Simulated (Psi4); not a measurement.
# NO2F (nitryl fluoride): PBE0/6-311G(d,p) (sweep point 6)

What is the vertical singlet–triplet gap of NO2F (nitryl fluoride) at PBE0/6-311G** (sweep point 6)? 

The results are computed with Psi4 1.11.

### 1 Starting point

NO2F has 4 atoms, charge 0, and is taken as a singlet. As SMILES, `O=[N+]([O-])F`. The shape is that of a GFN2-xTB optimisation.

Bond lengths: O1–N2 1.145 Å, N2–O3 1.145 Å. Angles: O1–N2–O3 140.2°. A long bond or contact: N2–F4 1.545 Å.

### 2 A single-point energy at PBE0/6-311G(d,p) (sweep point 6)

Contents of fno2.in:

```
memory 1600 mb

molecule molecule1 {
  0 1
  O      0.188740     0.465950     1.115660
  N      0.109710    -0.098240     0.122020
  O      0.475520    -1.064170    -0.373030
  F     -0.773970     0.696460    -0.864650
  symmetry c1
}

set globals {
  basis                6-311G**
  puream               true
  scf_type             pk
  dft_radial_points    99
  dft_spherical_points 590
}

energy('pbe0')
```

The run is started by

```console
$ psi4 fno2.in fno2.out -n 1
```

fno2.out:

```text
[...]
  Running in c1 symmetry.
[...]
  Nuclear repulsion =  123.467880182532227
[...]
  Multiplicity = 1
[...]
  Nalpha       = 16
  Nbeta        = 16
[...]
    Number of basis functions: 72
[...]
   @RKS iter   1:  -304.51338667539380    3.51692e-02   9.73970e-03 DIIS/ADIIS
[...]
   @RKS iter   9:  -304.66383934456201   -8.44386e-09   3.83495e-07 DIIS
[...]
    Orbital Energies [Eh]
    ---------------------
    Doubly Occupied:
       1A    -24.765542     2A    -19.331715     3A    -19.331676
       4A    -14.730733     5A     -1.411457     6A     -1.246434
       7A     -1.198218     8A     -0.724178     9A     -0.665707
      10A     -0.660129    11A     -0.622720    12A     -0.455626
      13A     -0.425770    14A     -0.423031    15A     -0.412929
      16A     -0.384890
[...]
  @RKS Final Energy:  -304.66383934456201
   => Energetics <=
    Nuclear Repulsion Energy =            123.4678801825322267
    One-Electron Energy =                -664.1920586650041969
    Two-Electron Energy =                 261.9917166203136958
    DFT Exchange-Correlation Energy =     -25.9313774824037147
    Empirical Dispersion Energy =           0.0000000000000000
    VV10 Nonlocal Energy =                  0.0000000000000000
    Total Energy =                       -304.6638393445620068
[...]
 Multipole Moments:
 ------------------------------------------------------------------------------------
     Multipole            Electronic (a.u.)      Nuclear  (a.u.)        Total (a.u.)
 ------------------------------------------------------------------------------------
 L = 1.  Multiply by 2.5417464519 to convert [e a0] to [Debye]
 Dipole X            :         -0.4146156            0.6963496            0.2817339
 Dipole Y            :          0.3736157           -0.6266305           -0.2530149
 Dipole Z            :         -0.4637918            0.7779552            0.3141634
 Magnitude           :                                                    0.4920256
[...]
```

Run time: 11 s. Hardware: 1 thread of AMD EPYC 7R43 (Zen 3), shared host; peak memory 0.63 GiB.

### 3 The triplet

Contents of job.inp:

```
memory 1.6 GB

molecule molecule1 {
  0 3
  O      0.188740     0.465950     1.115660
  N      0.109710    -0.098240     0.122020
  O      0.475520    -1.064170    -0.373030
  F     -0.773970     0.696460    -0.864650
  symmetry c1
}

set basis 6-311G**
set reference uks
set puream true
set scf_type pk
set dft_radial_points 99
set dft_spherical_points 590
set maxiter 150

energy("pbe0")
```

The run is started by

```console
$ psi4 -n 1 job.inp job.out
```

job.out:

```text
[...]
  Running in c1 symmetry.
[...]
  Nuclear repulsion =  123.467880182532227
[...]
  Multiplicity = 3
[...]
  Nalpha       = 17
  Nbeta        = 15
[...]
    Number of basis functions: 72
[...]
   @UKS iter   1:  -304.40646422774159    1.42092e-01   6.33147e-03 ADIIS/DIIS
[...]
   @UKS iter  12:  -304.47647492992161   -2.33527e-08   6.62996e-07 DIIS
[...]
   @S^2 Observed:                2.028024032E+00
[...]
    Orbital Energies [Eh]
    ---------------------
    Alpha Occupied:
       1A    -24.786863     2A    -19.348945     3A    -19.348869
       4A    -14.631157     5A     -1.409657     6A     -1.254760
       7A     -1.212090     8A     -0.734742     9A     -0.675169
      10A     -0.672633    11A     -0.633291    12A     -0.496652
      13A     -0.462601    14A     -0.443286    15A     -0.439317
      16A     -0.431874    17A     -0.198048
    Alpha Virtual:
      18A     -0.043308    19A      0.220086    20A      0.437066
      21A      0.524091    22A      0.551784    23A      0.610929
      24A      0.623466    25A      0.696835    26A      0.750226
[...]
  @UKS Final Energy:  -304.47647492992161
   => Energetics <=
    Nuclear Repulsion Energy =            123.4678801825322267
    One-Electron Energy =                -664.1939432492486048
    Two-Electron Energy =                 262.2160099961906212
    DFT Exchange-Correlation Energy =     -25.9664218593958616
    Empirical Dispersion Energy =           0.0000000000000000
    VV10 Nonlocal Energy =                  0.0000000000000000
    Total Energy =                       -304.4764749299216078
[...]
 Multipole Moments:
 ------------------------------------------------------------------------------------
     Multipole            Electronic (a.u.)      Nuclear  (a.u.)        Total (a.u.)
 ------------------------------------------------------------------------------------
 L = 1.  Multiply by 2.5417464519 to convert [e a0] to [Debye]
 Dipole X            :         -0.4627662            0.6963496            0.2335834
 Dipole Y            :          0.4160889           -0.6266305           -0.2105416
 Dipole Z            :         -0.5162262            0.7779552            0.2617290
 Magnitude           :                                                    0.4091345
[...]
```

Run time: 14 s. Hardware: 1 thread of AMD EPYC 7R43 (Zen 3), shared host; peak memory 0.63 GiB.

### 4 What came out

Level: PBE0/6-311G** (sweep point 6).

| quantity | value |
| --- | --- |
| singlet: total energy | -304.66384 Eh |
| singlet: dipole moment | 1.25 D |
| singlet: HOMO energy | -10.47 eV |
| singlet: LUMO energy | -2.34 eV |
| singlet: HOMO–LUMO gap | 8.13 eV |
| triplet: total energy | -304.47647 Eh |
| triplet: dipole moment | 1.04 D |
| triplet: HOMO energy (highest over α and β) | -5.39 eV |
| triplet: ⟨S²⟩ | 2.028 |
| vertical energy of the triplet above the singlet | 5.098 eV |

At this shape the triplet lies 5.10 eV (118 kcal/mol) above the singlet.
